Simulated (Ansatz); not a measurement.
Potential energy curve for CH, doublet.

Method: unrestricted BLYP/aug-cc-pVDZ run with Ansatz (a program for electronic structure).

The batch members p0 to p11 hold the bond at 0.89, 0.95, 1.01, 1.04, 1.09, 1.13, 1.16, 1.21, 1.24, 1.29, 1.38, 1.53 Å.

Ansatz input:

Ansatz 0.2 input:
```yaml
# input.yaml
basis:
  gaussian: { orbitals: aug-cc-pvdz }
hamiltonian:
  xc: blyp
batch:
  members: [p0.yaml, p1.yaml, p2.yaml, p3.yaml, p4.yaml, p5.yaml, p6.yaml, p7.yaml, p8.yaml, p9.yaml, p10.yaml, p11.yaml]

# p6.yaml, one of the 12 members of this batch
crystal:
  periodic: [false, false, false]
  atoms:
    - { symbol: C, position_ang: [0.0, 0.0, 0.0] }
    - { symbol: H, position_ang: [0.0, 0.0, 1.16] }
total_charge: 0
magnetization:
  spin_polarized: true
  initial_magnetization: 1
```

Lines of the output on each member:

```
Member 3: Total energy: -1046.67249965 eV, -38.4645049019 hartree
Member 1: Total energy: -1046.11081648 eV, -38.4438634264 hartree
Member 2: Total energy: -1046.53806663 eV, -38.4595645796 hartree
Member 0: Total energy: -1045.40391167 eV, -38.4178851536 hartree
Member 4: Total energy: -1046.80603078 eV, -38.4694120806 hartree
Member 5: Total energy: -1046.84803978 eV, -38.4709558828 hartree
Member 6: Total energy: -1046.84970476 eV, -38.4710170695 hartree
Member 7: Total energy: -1046.80773220 eV, -38.4694746066 hartree
Member 8: Total energy: -1046.76112984 eV, -38.4677620013 hartree
Member 9: Total energy: -1046.65636028 eV, -38.4639117911 hartree
Member 10: Total energy: -1046.40873443 eV, -38.4548117092 hartree
Member 11: Total energy: -1045.91193315 eV, -38.4365545987 hartree
```

The unrestricted determinant behind UKS-BLYP is spin-contaminated at 2.03 to 4.57 Å (<S²> up to 1.8, against 0.75 for a pure doublet).
